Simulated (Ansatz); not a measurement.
# AlH4OP: the cost of one run

Program: Ansatz 0.2.0, Gaussian basis. Level of theory: the settings change from run to run. These are calculated values, not measurements.

### Step 1. The geometry

The geometry comes from an earlier relaxation with PBE0-D4/def2-TZVP; it is a stationary point, not always the lowest conformer.

SMILES `[AlH2][O]P`, 7 atoms, charge 0, spin multiplicity 1.

Atoms are counted from 1 here; the program's logs count them from 0.

Bond lengths: Al1–O2 1.689 Å, Al1–H4 1.580 Å, Al1–H5 1.576 Å, O2–P3 1.623 Å, P3–H6 1.428 Å, P3–H7 1.432 Å. Angles: O2–Al1–H4 118.3°, O2–Al1–H5 116.4°, H4–Al1–H5 125.3°, Al1–O2–P3 150.2°, O2–P3–H6 99.3°, O2–P3–H7 101.1°, H6–P3–H7 91.2°.

### Step 2. BCCD(T)/def2-TZVP

Options: charge -1, multiplicity 2, high accuracy.

in.yaml reads:

```yaml
crystal:
  periodic: [false, false, false]
  atoms:
    - {symbol: Al, position_ang: [-1.238594, 0.359467, -0.743177]}
    - {symbol: O, position_ang: [0.215168, 0.491660, 0.106670]}
    - {symbol: P, position_ang: [1.701140, -0.063396, 0.451759]}
    - {symbol: H, position_ang: [-1.509737, -0.964118, -1.562630]}
    - {symbol: H, position_ang: [-2.220538, 1.588114, -0.647734]}
    - {symbol: H, position_ang: [1.644100, -0.003577, 1.877047]}
    - {symbol: H, position_ang: [1.469560, -1.476152, 0.472264]}
basis:
  gaussian: {orbitals: def2-TZVP}
total_charge: -1
magnetization: {spin_polarized: true, initial_magnetization: 1}
hamiltonian: {xc: {name: HF}}
correlation: {method: bccd_t}
accuracy: high
```

Started as:

```console
> ansatz run in.yaml --threads 2 --pin off --events-out ev --progress --plain --max-ram 4352MiB
```

Q: Estimate wall time and peak memory on 2 threads of Intel Xeon Platinum 8259CL at 2.50GHz, shared host.

About 2.4 min, with a peak of 3.9 GiB.
